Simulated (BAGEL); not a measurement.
**Si2H6 (disilane), step by step**

Wanted: a single-point energy (HF/cc-pVDZ), then the energy (NEVPT2(2,2)/cc-pVDZ), then a single-point energy (CASPT2(2,2)/cc-pVDZ) of Si2H6 (disilane). 

Program for the calculation: BAGEL 1.2.2.

### 1 Starting point

Si2H6: 8 atoms, total charge 0, spin state singlet. As SMILES, `[SiH3][SiH3]`. The Si1–Si2 distance was set to 3.157 Å, away from the relaxed value. At this shape a bond of the SMILES string is far longer than usual.

Bond lengths: Si1–H3 1.488 Å, Si1–H4 1.488 Å, Si1–H5 1.488 Å, Si2–H6 1.488 Å, Si2–H7 1.488 Å, Si2–H8 1.488 Å. Angles: H3–Si1–H4 108.7°, H3–Si1–H5 108.7°, H4–Si1–H5 108.7°, H6–Si2–H7 108.7°, H6–Si2–H8 108.7°, H7–Si2–H8 108.7°. A long bond or contact: Si1–Si2 3.157 Å.

### 2 A single-point energy at HF/cc-pVDZ (density fitting with svp-jkfit) (run 1)

Input file hf.json:

```json
{ "bagel": [

{
  "title": "molecule",
  "basis": "cc-pvdz.json",
  "df_basis": "svp-jkfit",
  "geometry": [
    { "atom": "Si", "xyz": [ -1.10905759,  1.58414418, -3.21901806 ] },
    { "atom": "Si", "xyz": [  0.68691545, -0.95317786,  1.87271859 ] },
    { "atom": "H", "xyz": [  1.11023677,  2.44963875, -4.71190170 ] },
    { "atom": "H", "xyz": [ -2.56868204, -0.25663804, -4.76292431 ] },
    { "atom": "H", "xyz": [ -2.74839500,  3.80249368, -2.67666666 ] },
    { "atom": "H", "xyz": [  2.15239806,  0.88552566,  3.41341230 ] },
    { "atom": "H", "xyz": [  2.32077265, -3.17568475,  1.33036719 ] },
    { "atom": "H", "xyz": [ -1.53256789, -1.81262530,  3.36862579 ] }
  ]
},
{
  "title": "hf"
},
{
  "title": "print",
  "file": "orbitals.molden",
  "orbitals": "true"
}

]}
```

The basis set cc-pVDZ is read from a file made from the Basis Set Exchange's data (not shown).

Run with:

```
$ BAGEL_NUM_THREADS=1 BAGEL hf.json > hf.out
```

What it wrote:

```text
* using 1 threads per process

  ===============================================================
  ===============================================================

  *** Geometry ***

  { "atom" : "Si", "xyz" : [     -1.109058,      1.584144,     -3.219018 ] },
  { "atom" : "Si", "xyz" : [      0.686915,     -0.953178,      1.872719 ] },
  { "atom" : "H", "xyz" : [      1.110237,      2.449639,     -4.711902 ] },
  { "atom" : "H", "xyz" : [     -2.568682,     -0.256638,     -4.762924 ] },
  { "atom" : "H", "xyz" : [     -2.748395,      3.802494,     -2.676667 ] },
  { "atom" : "H", "xyz" : [      2.152398,      0.885526,      3.413412 ] },
  { "atom" : "H", "xyz" : [      2.320773,     -3.175685,      1.330367 ] },
  { "atom" : "H", "xyz" : [     -1.532568,     -1.812625,      3.368626 ] },

  Number of auxiliary basis functions:      364

  Since a DF basis is specified, we compute 2- and 3-index integrals:
    o Being stored without compression. Storage requirement is 0.013 GB

  Number of basis functions:       66
  Number of electrons      :       34

    * METHOD: MOLECULE                             0.11

  *** RHF ***

  === Nuclear Repulsion ===
    76.3984502990

      * DIIS with orbital gradients will be used.

  === RHF iteration (cc-pvdz.json) ===
      0       -581.23196173          0.00816250           0.03
      1       -581.27768537          0.00258744           0.03
      2       -581.28189051          0.00028234           0.03
      3       -581.28194620          0.00006078           0.03
      4       -581.28194881          0.00001067           0.03
      5       -581.28194890          0.00000129           0.03
      6       -581.28194891          0.00000019           0.03
      7       -581.28194891          0.00000005           0.03
      8       -581.28194891          0.00000001           0.03
    * SCF iteration converged.

    * Permanent dipole moment:
           (    0.000049,    -0.000057,    -0.000065) a.u.

    * METHOD: HF                                   0.34

    * METHOD: PRINT                                0.01

  ===============================================================
```

It took 0.62 s on 1 thread of Arm Neoverse V2, shared host.

### 3 A single-point energy at NEVPT2(2,2)/cc-pVDZ (density fitting with svp-jkfit) (run 2)

Input file calc.json:

```json
{ "bagel": [

{
  "title": "molecule",
  "basis": "cc-pvdz.json",
  "df_basis": "svp-jkfit",
  "angstrom": "false",
  "geometry": [
    { "atom": "Si", "xyz": [ -1.10905759,  1.58414418, -3.21901806 ] },
    { "atom": "Si", "xyz": [  0.68691545, -0.95317786,  1.87271859 ] },
    { "atom": "H", "xyz": [  1.11023677,  2.44963875, -4.71190170 ] },
    { "atom": "H", "xyz": [ -2.56868204, -0.25663804, -4.76292431 ] },
    { "atom": "H", "xyz": [ -2.74839500,  3.80249368, -2.67666666 ] },
    { "atom": "H", "xyz": [  2.15239806,  0.88552566,  3.41341230 ] },
    { "atom": "H", "xyz": [  2.32077265, -3.17568475,  1.33036719 ] },
    { "atom": "H", "xyz": [ -1.53256789, -1.81262530,  3.36862579 ] }
  ]
},
{
  "title": "hf"
},
{
  "title": "nevpt2",
  "nstate": 1,
  "nact": 2,
  "nclosed": 16,
  "active": [17, 18],
  "maxiter": 200,
  "natocc": "true",
  "ncore": 10
},
{
  "title": "print",
  "file": "orbitals.molden",
  "orbitals": "true"
}

]}
```

The basis set cc-pVDZ is read from a file made from the Basis Set Exchange's data (not shown).

Run with:

```
$ BAGEL_NUM_THREADS=1 BAGEL calc.json > calc.out
```

What it wrote:

```text
* using 1 threads per process

  ===============================================================
  ===============================================================

  *** Geometry ***

  { "atom" : "Si", "xyz" : [     -1.109058,      1.584144,     -3.219018 ] },
  { "atom" : "Si", "xyz" : [      0.686915,     -0.953178,      1.872719 ] },
  { "atom" : "H", "xyz" : [      1.110237,      2.449639,     -4.711902 ] },
[... 4 lines of this table left out ...]
  { "atom" : "H", "xyz" : [     -1.532568,     -1.812625,      3.368626 ] },

  Number of auxiliary basis functions:      364

  Since a DF basis is specified, we compute 2- and 3-index integrals:
    o Being stored without compression. Storage requirement is 0.013 GB

[... 18 lines left out ...]
    * SCF iteration converged.
[... 1 line left out ...]
    * Permanent dipole moment:
[... 28 lines left out ...]
    * Second-order optimization converged. *

     guess   0:   closed 1.                   open ..

  === FCI iteration ===

      0  0      -581.28106335     5.26e-02      0.00
      1  0      -581.30490217     7.54e-08      0.00
      2  0 *    -581.30490217     2.22e-16      0.00

     * ci vector, state   0, <S^2> = 0.0000
       2.     0.9752977222
       .2    -0.2208944389

  === DF-NEVPT2 calculation ===

    * 3-index integral transformation done
    * assembly done

      NEVPT2 correlation energy:   -0.1956749001      0.05

          (+0)     -0.1494484864
          (+0)'    -0.0094706660
          (+1)     -0.0073608204
          (+1)'    -0.0000000000
          (+2)     -0.0003959255
          (-1)     -0.0251503786
          (-1)'     0.0000000000
          (-2)     -0.0038486232

      NEVPT2 total energy:       -581.5005770715

    * METHOD: NEVPT2                               1.33

    * METHOD: PRINT                                0.01

  ===============================================================
```

Run time: 1.9 s. Hardware: 1 thread of Arm Neoverse V2, shared host.

### 4 The energy at CASPT2(2,2)/cc-pVDZ (density fitting with svp-jkfit) (run 3)

Input file calc.json:

```json
{ "bagel": [

{
  "title": "molecule",
  "basis": "cc-pvdz.json",
  "df_basis": "svp-jkfit",
  "geometry": [
    { "atom": "Si", "xyz": [    -1.10905759,     1.58414418,    -3.21901806 ] },
    { "atom": "Si", "xyz": [     0.68691545,    -0.95317786,     1.87271859 ] },
    { "atom": "H", "xyz": [     1.11023677,     2.44963875,    -4.71190170 ] },
    { "atom": "H", "xyz": [    -2.56868204,    -0.25663804,    -4.76292431 ] },
    { "atom": "H", "xyz": [    -2.74839500,     3.80249368,    -2.67666666 ] },
    { "atom": "H", "xyz": [     2.15239806,     0.88552566,     3.41341230 ] },
    { "atom": "H", "xyz": [     2.32077265,    -3.17568475,     1.33036719 ] },
    { "atom": "H", "xyz": [    -1.53256789,    -1.81262530,     3.36862579 ] }
  ]
},

{ "title": "hf", "charge": 0 },

{ "title": "casscf", "nstate": 1, "nact": 2, "nclosed": 16, "charge": 0, "active": [17, 18], "maxiter": 200, "natocc": true },

{ "title": "print", "file": "orbitals.molden", "orbitals": true },

{ "title": "smith", "method": "caspt2", "ms": true, "xms": true, "sssr": true, "shift": 0.2, "shift_imag": true, "ncore": 10 }

]}
```

The basis set cc-pVDZ is read from a file made from the Basis Set Exchange's data (not shown).

Run with:

```
$ BAGEL_NUM_THREADS=1 BAGEL calc.json > calc.out
```

What it wrote:

```text
* using 1 threads per process

  ===============================================================
  ===============================================================

  *** Geometry ***

  { "atom" : "Si", "xyz" : [     -1.109058,      1.584144,     -3.219018 ] },
  { "atom" : "Si", "xyz" : [      0.686915,     -0.953178,      1.872719 ] },
  { "atom" : "H", "xyz" : [      1.110237,      2.449639,     -4.711902 ] },
[... 4 lines of this table left out ...]
  { "atom" : "H", "xyz" : [     -1.532568,     -1.812625,      3.368626 ] },

  Number of auxiliary basis functions:      364

  Since a DF basis is specified, we compute 2- and 3-index integrals:
    o Being stored without compression. Storage requirement is 0.013 GB

[... 18 lines left out ...]
    * SCF iteration converged.
[... 1 line left out ...]
    * Permanent dipole moment:
[... 27 lines left out ...]
    * Second-order optimization converged. *
[... 9 lines left out ...]
     * ci vector, state   0, <S^2> = 0.0000
[... 16 lines left out ...]
    * Zeroth order energy : state  0       -0.6271521159
[... 4 lines left out ...]
       #      aibj      arbs      arbi      airj      risj      airs      arst      rist         Etot      error   time
[... 2 lines left out ...]
       0  -0.14884  -0.00497  -0.02588  -0.00781  -0.00055  -0.00830  -0.00000  -0.00000   -0.1963380  0.0012054   0.02
       1  -0.14892  -0.00501  -0.02596  -0.00788  -0.00057  -0.00842  -0.00000  -0.00000   -0.1967622  0.0001655   0.02
       2  -0.14892  -0.00501  -0.02596  -0.00788  -0.00057  -0.00842  -0.00000  -0.00000   -0.1967709  0.0000308   0.02
       3  -0.14892  -0.00501  -0.02596  -0.00788  -0.00057  -0.00843  -0.00000  -0.00000   -0.1967712  0.0000053   0.02
       4  -0.14892  -0.00501  -0.02596  -0.00788  -0.00057  -0.00843  -0.00000  -0.00000   -0.1967712  0.0000007   0.02

      ------------------------------------------------------------------------------------------------------------------

    * CASPT2 energy : state  0     -581.5035851795
        w/o shift correction       -581.5016733573
        reference weight              0.9169043253

    * METHOD: SMITH                                0.18

  ===============================================================
```

Run time: 2 s. Hardware: 1 thread of Arm Neoverse V2, shared host.

### 5 Results

| quantity | value |
| --- | --- |
| run 1, HF/cc-pVDZ: total energy | -581.28195 Eh |
| run 1, HF/cc-pVDZ: dipole moment | 0.00 D |
| run 1, HF/cc-pVDZ: HOMO energy | -8.93 eV |
| run 1, HF/cc-pVDZ: LUMO energy | 1.48 eV |
| run 1, HF/cc-pVDZ: HOMO–LUMO gap | 10.41 eV |
| run 2, NEVPT2(2,2)/cc-pVDZ: total energy | -581.50058 Eh |
| run 3, CASPT2(2,2)/cc-pVDZ: total energy | -581.50359 Eh |
